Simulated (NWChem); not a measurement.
**One shape, several levels: triplet C3H5NO**

We compute a comparison of 3 runs (UM06-2X/cc-pVDZ, U-wB97X/cc-pVDZ, UB2PLYP/cc-pVDZ) of triplet C3H5NO. 

The results are computed with NWChem 7.3.0.

1 further run of the same task is left out (it didn't finish).

**1. The structure to begin with**

C3H5NO: 10 atoms, total charge 0, spin state triplet. SMILES of the parent species: `COCC#N`. The coordinates come from a PBE0-D4/def2-TZVP relaxation. This is one conformer, not always the lowest. That shape belongs to the parent species and isn't relaxed for this state.

Bond lengths: C1–O2 1.406 Å, O2–C3 1.395 Å, C3–C4 1.459 Å, C4–N5 1.148 Å, C1–H6 1.098 Å, C1–H7 1.089 Å, C1–H8 1.098 Å, C3–H9 1.101 Å, C3–H10 1.101 Å. Some angles: C1–O2–C3 111.6°, O2–C3–C4 109.6°, C3–C4–N5 178.2°, O2–C1–H6 111.4°, O2–C1–H7 107.0°, O2–C1–H8 111.4°, O2–C3–H9 111.7°, O2–C3–H10 111.7°, C4–C3–H9 108.2°, C4–C3–H10 108.2°.

**2. A single-point energy at UM06-2X/cc-pVDZ (run 1)**

run.py

```python
from ase import Atoms
from ase.calculators.nwchem import NWChem

atoms = Atoms(['C', 'O', 'C', 'C', 'N', 'H', 'H', 'H', 'H', 'H'], positions=[
    [0.002500, -0.162100, -1.509400],
    [0.669600, -0.111300, -0.272700],
    [-0.217300, 0.116000, 0.780100],
    [0.518300, 0.160200, 2.039200],
    [1.066300, 0.200800, 3.047400],
    [-0.510800, 0.783800, -1.727000],
    [0.758500, -0.341100, -2.272200],
    [-0.733400, -0.976600, -1.534700],
    [-0.975100, -0.679200, 0.851800],
    [-0.753400, 1.070000, 0.660800],
])

calc = NWChem(
    label='nw',
    theory='dft',
    memory='2200 mb',
    basis='cc-pVDZ',
    basispar='spherical bse',
    dft={'xc': 'm06-2x', 'mult': '3', 'grid': 'fine', 'convergence': 'energy 1e-08', 'iterations': '100', 'mulliken': None, 'print': 'low'},
    task='energy',
)
atoms.calc = calc

print("Total energy (eV):", round(atoms.get_potential_energy(), 6))
```

Launch:

```console
$ export ASE_NWCHEM_COMMAND="nwchem PREFIX.nwi > PREFIX.nwo"
$ python run.py
```

The program printed:

```text
Total energy (eV): -6718.616891
```

The calculator wrote nw.nwi:

```
title "nw"

permanent_dir nw

scratch_dir nw

start nw

geometry units angstrom nocenter noautosym noautoz
  C  2.5000000000000001e-03 -1.6209999999999999e-01 -1.5094000000000001e+00
  O  6.6959999999999997e-01 -1.1130000000000000e-01 -2.7270000000000000e-01
  C  -2.1729999999999999e-01 1.1600000000000001e-01 7.8010000000000002e-01
  C  5.1829999999999998e-01 1.6020000000000001e-01 2.0392000000000001e+00
  N  1.0663000000000000e+00 2.0080000000000001e-01 3.0474000000000001e+00
  H  -5.1080000000000003e-01 7.8380000000000005e-01 -1.7270000000000001e+00
  H  7.5849999999999995e-01 -3.4110000000000001e-01 -2.2722000000000002e+00
  H  -7.3340000000000005e-01 -9.7660000000000002e-01 -1.5347000000000000e+00
  H  -9.7509999999999997e-01 -6.7920000000000003e-01 8.5180000000000000e-01
  H  -7.5339999999999996e-01 1.0700000000000001e+00 6.6080000000000005e-01
end

memory 2200 mb

basis spherical bse noprint
   * library cc-pVDZ
end

dft
  xc m06-2x
  mult 3
  grid fine
  convergence energy 1e-08
  iterations 100
  mulliken
  print low
end

task dft energy
```

nw.nwo:

```text
Northwest Computational Chemistry Package (NWChem) 7.3.0
             --------------------------------------------------------

           Job information
           ---------------

    nwchem branch   = 7.3.0
    use scalapack   = T
    input           = nw.nwi
    prefix          = nw.
    data base       = nw/nw.db
    status          = startup
    nproc           =        1

           Memory information
           ------------------

[... 5 lines left out ...]
    hardfail = no
[... 39 lines left out ...]
            Nuclear Dipole moment (a.u.)
[... 103 lines left out ...]
         Total DFT energy =     -246.904618718880
[... 1 line left out ...]
           Coulomb energy =      274.669685032946
[... 1 line left out ...]
 Nuclear repulsion energy =      157.940058406727
[... 45 lines left out ...]
    Atom       Charge   Shell Charges
 -----------   ------   -------------------------------------------------------
    1 C    6     0.14   0.00 -0.00 -0.00  0.04  0.05  0.04
    2 O    8     0.75   0.00  0.07  0.01  0.50  0.16  0.00
    3 C    6     0.28   0.00 -0.00  0.00  0.08  0.10  0.10
[... 6 lines of this table left out ...]
   10 H    1     0.12   0.06  0.04  0.02

     --------------------------
     Expectation value of S2:
     --------------------------
      <S2> =      2.0103 (Exact =     2.0000)

 Task  times  cpu:       70.5s     wall:       70.5s
 Total times  cpu:       70.5s     wall:       70.5s
```

Wall time 72 s (1 thread of Intel Xeon 6975P-C (Granite Rapids), shared host); peak memory 0.11 GiB.

**3. A single-point energy at U-wB97X/cc-pVDZ (run 2)**

struct.nw

```
echo
START struct
TITLE "C3H5NO wB97X"
memory stack 880 mb heap 220 mb global 1100 mb

GEOMETRY units angstroms noautosym nocenter noautoz
 C        0.002500      -0.162100      -1.509400
 O        0.669600      -0.111300      -0.272700
 C       -0.217300       0.116000       0.780100
 C        0.518300       0.160200       2.039200
 N        1.066300       0.200800       3.047400
 H       -0.510800       0.783800      -1.727000
 H        0.758500      -0.341100      -2.272200
 H       -0.733400      -0.976600      -1.534700
 H       -0.975100      -0.679200       0.851800
 H       -0.753400       1.070000       0.660800
END

BASIS "ao basis" spherical bse
 * library cc-pVDZ
END

DFT
 xc wb97x
 mult 3
 grid fine
 convergence energy 1e-08
 maxiter 100
 mulliken
END

TASK dft energy
```

Launch:

```console
$ nwchem struct.nw > struct.out
```

The program printed:

```text
[...]
          Wavefunction type:  spin polarized.
          No. of atoms     :    10
          No. of electrons :    38
[...]
          Charge           :     0
          Spin multiplicity:     3
[...]
          AO basis - number of functions:    95
[...]
              XC Information
              --------------
                       wb97x  Method XC Functional
                     Hartree-Fock (Exact) Exchange  1.000
                         wb97x Exchange Functional  1.000
                      wb97x Correlation Functional  1.000
[...]
 d= 0,ls=0.0,diis     1   -246.7432555340 -4.05D+02  1.60D-02  3.22D-01     5.8
[...]
 d= 0,ls=0.0,diis    21   -246.9349339673 -3.46D-09  4.54D-06  4.37D-10   143.8
[...]
         Total DFT energy =     -246.934933967255
      One electron energy =     -646.257643872142
           Coulomb energy =      274.842285952651
    Exchange-Corr. energy =      -33.459634454492
 Nuclear repulsion energy =      157.940058406727
[...]
      Total Density - Mulliken Population Analysis
     ---------------------------------------------
    Atom       Charge   Shell Charges
 -----------   ------   -------------------------------------------------------
    1 C    6     6.01   2.01  0.66  0.36  2.09  0.81  0.08
    2 O    8     7.92   2.01  0.90  0.86  2.73  1.41  0.02
    3 C    6     6.08   2.01  0.66  0.24  2.09  0.95  0.13
    4 C    6     6.29   2.01  0.67  0.41  2.06  1.05  0.09
    5 N    7     7.11   2.01  0.82  0.67  2.24  1.34  0.04
    6 H    1     0.92   0.72  0.17  0.03
    7 H    1     0.92   0.74  0.15  0.03
    8 H    1     0.92   0.72  0.17  0.03
    9 H    1     0.91   0.70  0.17  0.03
   10 H    1     0.91   0.70  0.17  0.03
[...]
      <S2> =      2.0133 (Exact =     2.0000)
[...]
```

It took 2.4 min on 1 thread of Intel Xeon 6975P-C (Granite Rapids), shared host; peak memory 0.11 GiB.

**4. The energy at UB2PLYP/cc-pVDZ (run 3)**

c3h5no.nw

```
start c3h5no
title "C3H5NO"
memory total 2200 mb
charge 0

geometry units angstroms noautosym nocenter noautoz
C      0.002500    -0.162100    -1.509400
O      0.669600    -0.111300    -0.272700
C     -0.217300     0.116000     0.780100
C      0.518300     0.160200     2.039200
N      1.066300     0.200800     3.047400
H     -0.510800     0.783800    -1.727000
H      0.758500    -0.341100    -2.272200
H     -0.733400    -0.976600    -1.534700
H     -0.975100    -0.679200     0.851800
H     -0.753400     1.070000     0.660800
end

basis spherical bse
* library cc-pVDZ
end

dft
xc hfexch 0.53 becke88 0.47 lyp 0.73 mp2 0.27
dftmp2 semidirect
mult 3
grid fine
convergence energy 1e-08
maxiter 100
mulliken
end

mp2
freeze core 5
end

task dft energy
```

Launch:

```console
$ nwchem c3h5no.nw > c3h5no.out
```

The program printed:

```text
[...]
          Wavefunction type:  spin polarized.
          No. of atoms     :    10
          No. of electrons :    38
[...]
          Charge           :     0
          Spin multiplicity:     3
[...]
          AO basis - number of functions:    95
[...]
              XC Information
              --------------
                     Hartree-Fock (Exact) Exchange  0.530
                    Becke 1988 Exchange Functional  0.470
              Lee-Yang-Parr Correlation Functional  0.730
[...]
 d= 0,ls=0.0,diis     1   -246.3165753402 -4.04D+02  2.17D-02  3.00D-01     3.1
[...]
 d= 0,ls=0.0,diis    19   -246.5116504722 -1.43D-09  1.12D-06  1.74D-10    60.3
[...]
         Total DFT energy =     -246.511650472179
      One electron energy =     -645.916268383710
           Coulomb energy =      274.516445682515
    Exchange-Corr. energy =      -33.051886177712
 Nuclear repulsion energy =      157.940058406727
[...]
      Total Density - Mulliken Population Analysis
     ---------------------------------------------
    Atom       Charge   Shell Charges
 -----------   ------   -------------------------------------------------------
    1 C    6     5.99   2.01  0.66  0.34  2.06  0.83  0.08
    2 O    8     7.91   2.01  0.91  0.87  2.71  1.39  0.02
    3 C    6     6.01   2.01  0.67  0.22  2.07  0.92  0.12
    4 C    6     6.25   2.01  0.67  0.40  2.04  1.03  0.09
    5 N    7     7.17   2.01  0.82  0.72  2.22  1.36  0.04
    6 H    1     0.94   0.72  0.18  0.03
    7 H    1     0.93   0.74  0.16  0.03
    8 H    1     0.94   0.72  0.18  0.03
    9 H    1     0.93   0.71  0.19  0.03
   10 H    1     0.93   0.71  0.19  0.03
[...]
      <S2> =      2.0190 (Exact =     2.0000)
[...]
  Basis functions       =     95
[...]
```

It took 69 s on 1 thread of Intel Xeon 6975P-C (Granite Rapids), shared host; peak memory 0.29 GiB.

**5. All runs side by side**

```
run            level  frozen core orbitals  energy (Eh)   ⟨S²⟩  wall time
  1  UM06-2X/cc-pVDZ                     –  -246.904619  2.010       72 s
  2  U-wB97X/cc-pVDZ                     –  -246.934934  2.013    2.4 min
  3  UB2PLYP/cc-pVDZ                     5  -246.758880  2.019       69 s
```

**6. Results**

| quantity | value |
| --- | --- |
| run 3: total energy | -246.75888 Eh |
| run 3: dipole moment (SCF part) | 7.93 D |
| run 3: HOMO energy (SCF part's orbitals) (highest over α and β) | -2.00 eV |
| run 3: ⟨S²⟩ | 2.019 |

In words: Totals of different functionals can't be ranked against each other. All runs together took 4.8 min, the longest 2.4 min.
